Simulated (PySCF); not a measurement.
Symmetry of computed structures. The calculation used PBE0/def2-SVPD in PySCF (dipole) on a GFN2-xTB geometry, gas phase. The symmetry is that of the one conformer found, every atom within 0.08 Å of its image; none is proved a minimum here.

Problem. What symmetry has `[CH2:1]=[C:2]([F:3])/[CH:4]=[CH:5]/[F:6]` with C1–C2–C4–C5 180°?

Solution. Cs; near-prolate asymmetric top; symmetry number 1; 2 operations, which sort the 10 atoms into 10 sets; dipole 1.14 D, in the ab plane, which is the mirror; heavy atoms equivalent by symmetry: none.

Problem. nitroxyl (`O=N`): symmetry, top, dipole?

Solution. Cs; near-prolate asymmetric top; symmetry number 1; 2 operations, which sort the 3 atoms into 3 sets; dipole 1.76 D, in the ab plane, which is the mirror; A, B, C = 595599, 42376, 39561 MHz.

Problem. `[CH2:1]=[C:2]=[CH:3][CH:4]([F:5])[F:6]` with C2–C3–C4–F5 -121°: symmetry, top, dipole?

Solution. Cs; near-prolate asymmetric top; symmetry number 1; 2 operations, which sort the 10 atoms into 8 sets; dipole 2.81 D, in the ac plane, which is the mirror; A, B, C = 8672, 1893, 1678 MHz.
